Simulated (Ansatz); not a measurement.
# C2HFO2: vertical ionisation energy

One table from this session's results is given with a row withheld; the runs are named, their logs left out.

Computed with Ansatz 0.2.0, Gaussian basis. Level: unrestricted cation, the program's frozen cores in correlated methods.

The runs, in order: UKS PBE-D4/def2-TZVPP; UKS r2SCAN-D4/def2-TZVPP; UKS PBE0-D4/def2-TZVPP; UKS B3LYP-D4/def2-TZVPP; UKS wB97X-V/def2-TZVPP; UKS wB97M-V/def2-TZVPP; UKS B2PLYP/def2-TZVPP; UHF-CCSD(T)/def2-TZVPP; UHF-MP2/def2-QZVPP; extrapolation to the limit; then −ε(HOMO) from the neutral's earlier runs with LDA (SPW92), PBE-D4, revPBE-D4, BLYP-D4, r2SCAN-D4, B97M-V, PBE0-D4, B3LYP-D4, r2SCANh-D4, r2SCAN0-D4, HSE06-D4, BHLYP-D4, CAM-B3LYP-D4, LC-ωPBE, ωB97X-V, ωB97M-V.

### Structure used throughout

An earlier PBE0-D4 in a triple-zeta def2 set relaxation fixed the geometry.

SMILES `O=C1OC1F`, 6 atoms, charge 0, spin multiplicity 1.

Atoms are counted from 1 here; the program's logs count them from 0.

Bond lengths: O1–C2 1.178 Å, C2–O3 1.338 Å, C2–C4 1.443 Å, O3–C4 1.463 Å, C4–F5 1.331 Å, C4–H6 1.086 Å. Angles: O1–C2–O3 138.9°, O1–C2–C4 157.7°, O3–C2–C4 63.4°, C2–O3–C4 61.8°, C2–C4–O3 54.8°, C2–C4–F5 120.5°, C2–C4–H6 125.4°, O3–C4–F5 114.3°, O3–C4–H6 114.7°, F5–C4–H6 112.2°.

The first run:

in.yaml

```yaml
crystal:
  periodic: [false, false, false]
  atoms:
    - {symbol: O, position_ang: [-0.635221, -1.919214, 0.071682]}
    - {symbol: C, position_ang: [-0.117123, -0.862431, 0.028330]}
    - {symbol: O, position_ang: [1.094416, -0.341020, -0.198810]}
    - {symbol: C, position_ang: [-0.014315, 0.576284, 0.067382]}
    - {symbol: F, position_ang: [-0.383997, 1.307764, -0.981212]}
    - {symbol: H, position_ang: [0.098439, 1.174517, 0.966528]}
basis:
  gaussian: {orbitals: def2-TZVPP}
total_charge: 1
magnetization: {spin_polarized: true, initial_magnetization: 1}
hamiltonian: {xc: pbe, dispersion: d4}
```

Steps of the session up to this table: Cation, UKS PBE-D4/def2-TZVPP; Cation, UKS r2SCAN-D4/def2-TZVPP; Cation, UKS PBE0-D4/def2-TZVPP; Cation, UKS B3LYP-D4/def2-TZVPP; Cation, UKS wB97X-V/def2-TZVPP; Cation, UKS wB97M-V/def2-TZVPP; Cation, UKS B2PLYP (frozen core)/def2-TZVPP; Cation, UHF-CCSD(T)/def2-TZVPP; Cation, UHF-MP2/def2-QZVPP.

One table of the session follows, with a row left open; its other results are not shown here.

It belongs to the step «Ionisation energies side by side». Orbital estimates, from the neutral's runs:

| functional | −ε(HOMO) (eV) |
| --- | --- |
| LDA (SPW92) | 7.19 |
| PBE-D4 | 6.97 |
| revPBE-D4 | 6.89 |
| BLYP-D4 | 6.91 |
| r2SCAN-D4 | 7.30 |
| B97M-V | 7.40 |
| PBE0-D4 | 8.60 |
| B3LYP-D4 | 8.38 |
| r2SCANh-D4 | 7.91 |
| r2SCAN0-D4 | 8.83 |
| HSE06-D4 | 8.19 |
| BHLYP-D4 | 10.20 |
| CAM-B3LYP-D4 | 10.10 |
| LC-ωPBE | 11.37 |
| ωB97X-V | ? |
| ωB97M-V | 10.96 |

**Question.** Estimate the row for ωB97X-V.

The run gave: −ε(HOMO) (eV): 11.02. In the column «−ε(HOMO) (eV)» it lies between ωB97M-V (10.96) and LC-ωPBE (11.37).

To keep in mind: The cation may have settled in a state other than its lowest; no search over hole states beyond the program's own was made.
